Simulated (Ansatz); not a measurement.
# CHOSi (doublet): from Hartree-Fock to the top rungs, def2-QZVPP

An exercise on one series of results from a longer session: the logs are not shown, and one member is left open.

Program: Ansatz 0.2.0, Gaussian basis. Level of theory: def2-QZVPP, core rule «outside noble gas», up to 7 orbitals frozen. These are calculated values, not measurements.

Plan: UHF; ROHF; CCSD(T) on UHF.

## What is computed

The geometry is a PBE0/def2-TZVP stationary point (not a proven minimum) of the parent state, kept for this charge and spin.

4 atoms, charge 0, spin multiplicity 2.

Atoms are counted from 1 here; the program's logs count them from 0.

Bond lengths: C1–O2 1.286 Å, C1–H4 1.089 Å, O2–Si3 1.707 Å. Angles: O2–C1–H4 123.9°, C1–O2–Si3 134.6°.

Coordinates:

```
C     0.0000   -0.3103    1.6466
O     0.0000    0.3518    0.5441
Si    0.0000   -0.0732   -1.1086
H     0.0000    0.1527    2.6323
```

Set-up of the first run:

in.yaml

```yaml
crystal:
  periodic: [false, false, false]
  atoms:
    - {symbol: C, position_ang: [0.000000, -0.310298, 1.646633]}
    - {symbol: O, position_ang: [0.000000, 0.351816, 0.544141]}
    - {symbol: Si, position_ang: [0.000000, -0.073198, -1.108628]}
    - {symbol: H, position_ang: [0.000000, 0.152652, 2.632314]}
basis:
  gaussian: {orbitals: "def2-QZVPP.json"}
magnetization: {spin_polarized: true, initial_magnetization: 1}
hamiltonian: {xc: hf}
output: {orbitals: {seedname: orbitals}}
```

Run with:

```
$ ansatz run in.yaml --threads 1 --pin off --events-out ev --progress --plain --max-ram 2393MiB
```

Among the steps run: UHF; ROHF; CCSD(T) on UHF.

One of the session's tables, all rows but one given; the rest of the session is left out.

```
  method  from UCCSD(T) (meV)
    ROHF                    ?
    UMP2              +1280.5
   UCCSD               +633.4
UCCSD(T)                    0
```

Estimate the missing values for ROHF.

As computed: from UCCSD(T) (meV): +14260.1. In the column «from UCCSD(T) (meV)» it is the highest.

Left out of the table: UHF (another determinant or state than the rows shown).

Caveats from the session: The determinant of HF (⟨S²⟩ 1.78) is far from a pure spin state, so its energy mixes those of several spin states; that is harmless only where they are near-degenerate. Warnings: spin contamination; coupled cluster took another determinant than the lowest.
